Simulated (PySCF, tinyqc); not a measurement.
Worked calculation: CISD on RHF in the sto-6g basis, frozen core, for BH, spin multiplicity 1. The lowest restricted solution is unstable here: a spin-polarised one lies 0.0057 hartree lower (PySCF). One step of it, computed by the program tinyqc.

Problem. CISD: roots. Diagonalise (each vector has its largest component positive (the first on a tie)); all determinants have Ms = 0, so triplets appear too. The lowest singlet root is the correlation energy.

Occupation strings over the orbitals (2 doubly, a alpha, b beta, 0 empty; spin orbitals ordered 1a 1b 2a 2b ...): 222000 22a00b 2a200b 22b00a 2b200a 220200 2ab200 220020 2ab020 220002 2ab002 2ba200 202200 2ba020 202020 2ba002 202002

H - E(HF) between determinants (hartree):
```
           222000     22a00b     2a200b     22b00a     2b200a     220200     2ab200     220020
222000   0.000000   0.000000   0.000000   0.000000   0.000000   0.037715   0.041500   0.037715
22a00b   0.000000   0.303916   0.004582  -0.137270  -0.059653   0.001883   0.000000   0.001883
2a200b   0.000000   0.004582   0.477977  -0.059653  -0.095628   0.000000  -0.001883   0.000000
22b00a   0.000000  -0.137270  -0.059653   0.303916   0.004582  -0.001883   0.028620  -0.001883
2b200a   0.000000  -0.059653  -0.095628   0.004582   0.477977   0.000000   0.000000   0.000000
220200   0.037715   0.001883   0.000000  -0.001883   0.000000   0.376973  -0.101988   0.031641
2ab200   0.041500   0.000000  -0.001883   0.028620   0.000000  -0.101988   0.535524   0.000000
220020   0.037715   0.001883   0.000000  -0.001883   0.000000   0.031641   0.000000   0.376973
2ab020   0.041500   0.000000  -0.001883   0.028620   0.000000   0.000000   0.031641  -0.101988
220002   0.137270  -0.046004   0.110078   0.046004  -0.110078   0.026597   0.000000   0.026597
2ab002  -0.059653  -0.110078   0.046334   0.041167   0.023319   0.000000   0.026597   0.000000
2ba200  -0.041500   0.028620   0.000000   0.000000  -0.001883   0.101988  -0.119308   0.000000
202200   0.084280   0.000000   0.028620   0.000000  -0.028620   0.119308  -0.124415   0.000000
2ba020  -0.041500   0.028620   0.000000   0.000000  -0.001883   0.000000   0.000000   0.101988
202020   0.084280   0.000000   0.028620   0.000000  -0.028620   0.000000   0.000000   0.119308
2ba002   0.059653   0.041167   0.023319  -0.110078   0.046334   0.000000   0.000000   0.000000
202002   0.095628   0.023319  -0.032333  -0.023319   0.032333   0.000000   0.000000   0.000000

           2ab020     220002     2ab002     2ba200     202200     2ba020     202020     2ba002
222000   0.041500   0.137270  -0.059653  -0.041500   0.084280  -0.041500   0.084280   0.059653
22a00b   0.000000  -0.046004  -0.110078   0.028620   0.000000   0.028620   0.000000   0.041167
2a200b  -0.001883   0.110078   0.046334   0.000000   0.028620   0.000000   0.028620   0.023319
22b00a   0.028620   0.046004   0.041167   0.000000   0.000000   0.000000   0.000000  -0.110078
2b200a   0.000000  -0.110078   0.023319  -0.001883  -0.028620  -0.001883  -0.028620   0.046334
220200   0.000000   0.026597   0.000000   0.101988   0.119308   0.000000   0.000000   0.000000
2ab200   0.031641   0.000000   0.026597  -0.119308  -0.124415   0.000000   0.000000   0.000000
220020  -0.101988   0.026597   0.000000   0.000000   0.000000   0.101988   0.119308   0.000000
2ab020   0.535524   0.000000   0.026597   0.000000   0.000000  -0.119308  -0.124415   0.000000
220002   0.000000   0.694069   0.062661   0.000000   0.000000   0.000000   0.000000  -0.062661
2ab002   0.026597   0.062661   0.810118   0.000000   0.000000   0.000000   0.000000  -0.119308
2ba200   0.000000   0.000000   0.000000   0.535524   0.124415   0.031641   0.000000   0.026597
202200   0.000000   0.000000   0.000000   0.124415   0.773846   0.000000   0.031641   0.000000
2ba020  -0.119308   0.000000   0.000000   0.031641   0.000000   0.535524   0.124415   0.026597
202020  -0.124415   0.000000   0.000000   0.000000   0.031641   0.124415   0.773846   0.000000
2ba002   0.000000  -0.062661  -0.119308   0.026597   0.000000   0.026597   0.000000   0.810118
202002   0.000000   0.119308   0.040234   0.000000   0.026597   0.000000   0.026597  -0.040234

           202002
222000   0.095628
22a00b   0.023319
2a200b  -0.032333
22b00a  -0.023319
2b200a   0.032333
220200   0.000000
2ab200   0.000000
220020   0.000000
2ab020   0.000000
220002   0.119308
2ab002   0.040234
2ba200   0.000000
202200   0.026597
2ba020   0.000000
202020   0.026597
2ba002  -0.040234
202002   1.005939
```

Give: lowest roots of this matrix, relative to E(HF); lowest vectors; <S^2> of these roots; weight of the ground state by excitation level 0, 1, 2, ....

Solution.

lowest roots of this matrix, relative to E(HF) (hartree): [-0.0790, 0.1424, 0.2793, 0.3187, 0.3511, 0.3700, 0.3846, 0.4548]

lowest vectors, order 222000, 22a00b, 2a200b, 22b00a, 2b200a, 220200, 2ab200, 220020, 2ab020, 220002, 2ab002, 2ba200, 202200, 2ba020, 202020, 2ba002, 202002:
$$\begin{pmatrix}
0.9463 & 0.0000 & 0.0000 & 0.0178 \\
-0.0041 & 0.6831 & 0.0000 & 0.4251 \\
0.0329 & 0.1337 & 0.0000 & -0.3055 \\
0.0041 & 0.6831 & 0.0000 & -0.4251 \\
-0.0329 & 0.1337 & 0.0000 & 0.3055 \\
-0.0719 & 0.0000 & 0.6616 & -0.3655 \\
-0.0803 & -0.0698 & 0.1670 & -0.0421 \\
-0.0719 & 0.0000 & -0.6616 & -0.3655 \\
-0.0803 & -0.0698 & -0.1670 & -0.0421 \\
-0.1750 & 0.0000 & 0.0000 & 0.3406 \\
0.0722 & 0.0756 & 0.0000 & 0.0964 \\
0.0803 & -0.0698 & -0.1670 & 0.0421 \\
-0.1033 & 0.0000 & -0.0808 & 0.1085 \\
0.0803 & -0.0698 & 0.1670 & 0.0421 \\
-0.1033 & 0.0000 & 0.0808 & 0.1085 \\
-0.0722 & 0.0756 & 0.0000 & -0.0964 \\
-0.0623 & 0.0000 & 0.0000 & -0.1389
\end{pmatrix}$$

<S^2> of these roots: [0.0000, 2.0000, 0.0000, 0.0000, 0.0000, 2.0000, 2.0000, 2.0000]

weight of the ground state by excitation level 0, 1, 2, ...: [0.8954, 0.0022, 0.1024]

The reference has a weight of only 0.90: one determinant is a poor start here.
